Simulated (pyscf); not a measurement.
H₃C–Ga(CH₃)–NH₂ + H• → CH₄ + [H₃C–Ga–NH₂]•, a substitution at C (doublet surface; C–Ga broken, C–H formed). PySCF, gas phase, ωB97X-D3(BJ)/def2-SVP geometries. Energies in eV from the separated reactants.

Small-basis levels: PySCF, no dispersion term, spherical d functions. AM1 to PM7: differences of heats of formation from MOPAC. Open shells are spin-unrestricted. 

| level | barrier | reaction energy |
|---|---|---|
| MP2/6-31G*+LANL2DZ | 1.47 | -1.21 |
| SVWN5/6-31G*+LANL2DZ | 0.29 | -1.47 |
| BP86/6-31G*+LANL2DZ | 0.50 | -1.60 |
| PBE/6-31G*+LANL2DZ | 0.58 | -1.47 |
| B3LYP/3-21G | 0.86 | -1.10 |
| B3LYP/LANL2DZ | ? | -1.50 |
| B3LYP/6-31G*+LANL2DZ | 0.77 | -1.56 |
| M06-2X/6-31G*+LANL2DZ | 1.03 | -1.18 |
| PBE/def2-SVP | 0.56 | -1.36 |
| B3LYP/def2-SVP | 0.68 | -1.54 |
| PM3 | -1.31 | -2.45 |
| PM6 | 0.75 | -1.43 |
| ωB97M-D3(BJ)/def2-TZVP | ? | -1.40 |

What belongs in the gaps?


- B3LYP/LANL2DZ, barrier: 0.85
- ωB97M-D3(BJ)/def2-TZVP, barrier: 0.90

Against the last row the barrier runs from -2.21 (PM3) to +0.57 eV (MP2/6-31G*+LANL2DZ). At PM3 this geometry lies under one side, so the entry may be no barrier of that level: it is a single point on another level's saddle. ωB97M-D3(BJ)/def2-TZVP has limits of its own. Abstraction by the radical was not located in this set and often lies lower. This is the saddle that the search found; another between the same sides may lie lower. The angle at the attacked C is 174°. In the def2 sets elements up to Kr have no core potential.
